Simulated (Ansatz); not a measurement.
# Si2H3, doublet: from triple and quadruple zeta to the limit

```yaml
atoms:
  - { symbol: Si, position_ang: [0.0950, -1.3263, 0.1076] }
  - { symbol: Si, position_ang: [0.1030, 0.9539, 0.0704] }
  - { symbol: H, position_ang: [-0.3987, -1.3288, -1.3432] }
  - { symbol: H, position_ang: [0.2518, 1.8379, -1.1319] }
  - { symbol: H, position_ang: [0.3541, 1.7938, 1.2843] }
```

Connectivity, by distances: SiH–SiH2.

Ansatz 0.2.0, UHF determinant, valence electrons correlated. Energies in eV.

```tsv
set	X	functions	Hartree–Fock	MP2 correlation	CCSD(T) correlation	time
def2-TZVPP	3	126	-15769.9817	-5.5780	-7.1431	6 s on 1 × NVIDIA H100 80GB HBM3 with 1 thread of AMD EPYC 7R13 Processor (Zen 3), on a shared host
def2-QZVPP	4	230	-15770.4489	-5.9876	-7.4929	15 s on 1 × NVIDIA H100 80GB HBM3 with 1 thread of AMD EPYC 7R13 Processor (Zen 3), with other jobs on the host
```

Hartree–Fock is taken to follow E(X) = E∞ + A·exp(−7.88·√X), correlation E(X) = E∞ + B·X^−2.97.

Cautions: higher spins were not checked; ⟨S²⟩ of the determinant is 0.99 against 0.75, spin contaminated.

Problem. Work out the CCSD(T) energy at the limit, and how far the shortcut misses it that extrapolates MP2 and adds CCSD(T) minus MP2 from the smaller set.

Solution. Hartree–Fock: E∞ = E4 + 0.1377·(E4 − E3) = -15770.5133. Correlation: E∞ = E4 + 0.7407·(E4 − E3) = -7.7520 for CCSD(T) and -6.2910 for MP2. The limit is -15778.2653 eV, 0.323 eV below def2-QZVPP. The shortcut gives a correlation energy of -6.2910 + (-1.5651) = -7.8561, 104 meV lower than the direct value.

Past Ne part of the Hartree–Fock step between the two sets comes from the cores, which don't follow the formula, so the 64 meV that it adds to the total can overshoot; that part largely cancels in differences.
